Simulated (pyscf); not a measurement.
Elementary routes open to difluorosilylene (F–Si:–F) [singlet] + ammonia (NH₃) in the gas phase (singlet surface):
A. HN=Si(F)–F + hydrogen (H₂) (H–N, H–N broken; N–Si, H–H formed)
B. H₂N–SiH(F)–F (H–N broken; N–Si, H–Si formed)

Single points on ωB97X-D3(BJ)/def2-SVP structures (PySCF, gas phase).

### Question
Rank the routes by free-energy barrier at 600 K, lowest first, for ωB97M-D3(BJ)/def2-TZVP energies (ideal gas, 1 atm, RRHO with modes under 100 cm⁻¹ raised to 100, one conformer, R ln 2 for chiral ones without a mode under 150 cm⁻¹).

### Answer
B (46.4 kcal/mol), A (90.2 kcal/mol)

Route B is the fastest of these, ahead of the next by 43.8 kcal/mol. The most stable products are those of B (ΔG = -29.2 kcal/mol), so kinetics and thermodynamics agree. At 1200 K B is still the fastest. A: On the reactant side the descent ends in an adduct with a N–Si contact, 19.9 kcal/mol under the separated species and 95.6 kcal/mol under the saddle at ωB97X-D3(BJ)/def2-TZVP. B: On the reactant side the descent ends in an adduct with a N–Si contact, 19.9 kcal/mol under the separated species and 45.0 kcal/mol under the saddle at ωB97X-D3(BJ)/def2-TZVP. Only these routes are compared; each barrier is that of the saddle found, and lower ones may exist. One closed-shell reference is unstable to symmetry breaking; treat the single-reference values with care.
